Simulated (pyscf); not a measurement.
Structures and frequencies: ωB97X-D3(BJ)/def2-SVP in PySCF. Correlated levels are frozen-core, on RHF or UHF. ΔMP2 is the change of the MP2 total energy from the triple- to the quadruple-zeta basis.

Q: How much does it cost (ΔH, 298 K, CCSD(T)/def2-TZVPP + ΔMP2(QZVPP)) to split `[SiH3][As]=[AsH]` at its As–Si bond into SiH₃• + •As=AsH?

A: As–Si to SiH₃• + •As=AsH: 261.0 kJ/mol. The radicals are drawn with the spin at the cut bond; how far it spreads was not checked. H₃Si–As=AsH lies 47.3 kJ/mol over its isomer cyclic H₄As₂Si (SMILES [SiH2]1[AsH][AsH]1), and others may lie lower still (electronic energy, ωB97M-D3(BJ)). The CCSD(T) − MP2 part came from Ansatz, without density fitting, on the same reference. A UHF reference is spin-contaminated (<S²> up to 1.35), which harms MP2 most. The frozen core leaves the outer d or s,p core shells of the metals and heavy elements correlated in the MP2 and CC values, and def2-TZVPP describes them poorly, which can shift differences by a few kcal/mol. Elements up to Kr have no core potential and no relativistic terms here.
